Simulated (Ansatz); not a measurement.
Harmonic frequencies (cm⁻¹) at PBE0-D4/def2-TZVP from Ansatz: 96, 96, 105, 296, 522, 536, 571, 2698, 2698.

Each molecule was computed in one conformer, which needn't be the lowest.

Q: Which molecule is it?
A. `[SH][Mg][SH]`
B. `[CH3][MgH]`
C. `[F][Mg][SH]`
D. `[NH2][MgH]`

A: A.
